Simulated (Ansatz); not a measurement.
## Match the barriers

Saddle point of AlNH3Cl, singlet (AlNH₃Cl ([NH2][AlH][Cl]) → AlCl + NH₃ (still joined by a long Al–N bond); bonds formed: N2–H3; bonds broken: Al1–H3; bonds weakened to dative contacts: Al1–N2), PBE0-D4/def2-TZVP structure:

```
6
angstrom
Al -0.7231 -0.7702 -0.5930
N 0.5188 0.1459 0.4764
H 0.9355 -0.4799 -0.8264
Cl -2.4720 0.4087 -0.8628
H 1.1456 -0.4260 1.0345
H 0.5953 1.1215 0.7714
```

Program: Ansatz 0.2.0. Basis: def2-TZVPP, with def2-QZVPP for the basis limit. Cores are frozen in the correlated methods. Extrapolation: Hartree–Fock as exp(−7.88 √X), correlation as X^−2.97. Four methods, as single points on the PBE0-D4 structures, gave these electronic barriers from the start structure: 230.2, 272.1, 316.2, 372.3 kJ/mol.

**Question.** The methods were, in alphabetical order, BHLYP-D4, HF, r2SCAN-D4, SPW92. Which gave which? (A judgement: the text doesn't fix the answer.)

**Answer.** The calculation gives: SPW92 230.2; r2SCAN-D4 272.1; BHLYP-D4 316.2; HF 372.3 kJ/mol. For comparison, CCSD(T) at an estimated basis limit (MP2 extrapolated from triple and quadruple zeta, plus CCSD(T) − MP2 in triple zeta) gives 286.5 kJ/mol.

T1 diagnostic: at most 0.016. The restricted Hartree–Fock reference is unstable towards an unrestricted one at one or more of these structures. A large double-excitation amplitude points to some diradical character; no triplet was computed. The end structure is not quite a true minimum (one mode of 56i cm⁻¹).

Labels in which every atom is bracketed show which atoms are joined, not bond orders.

For scale, one of the runs: CCSD(T)/def2-TZVPP, 157 basis functions, launched by `ansatz run in.yaml --threads 2 --pin off --events-out ev --progress --plain --max-ram 4352MiB`. The run took 13 s on 2 CPU threads of an Arm Neoverse V2 (shared host), with 1 GiB of host memory at its peak.
